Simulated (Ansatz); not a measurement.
`[O]=[Al]` radical. Charge 0, multiplicity 2.

```xyz
2

O    -0.670   -0.432    0.144
Al    0.670    0.432   -0.144
```

(1) List the harmonic frequencies (cm⁻¹, unscaled) at PBE0-D4/def2-TZVP in Ansatz. (Best estimate.)

(2) Is this a minimum?

(3) Give the ideal-gas thermochemistry at 298.15 K and 1 bar (rigid rotor, harmonic oscillator; point group C∞v, symmetry number 1).

(4) And at 400, 500, 600, 800 and 1000 K?

(5) Rotational constants (cm⁻¹)?

## Answers

(1) The calculation gave: 968.

(2) Yes, all 1 modes are real.

(3) Zero-point energy 5.8 kJ/mol; H(298) − E = 14.6 kJ/mol; entropy 218.3 J/(mol·K), of which translation 155.8, rotation 56.4, vibration 0.4, electronic 5.8; G(298) − E = -50.5 kJ/mol.

(4) 
```tsv
T (K)	H − E (kJ/mol)	S (J/mol/K)	G − E (kJ/mol)
400	17.8	227.6	-73.3
500	21.1	235.0	-96.4
600	24.5	241.2	-120.2
800	31.5	251.3	-169.5
1000	38.7	259.3	-220.6
```

(5) 0.6395.
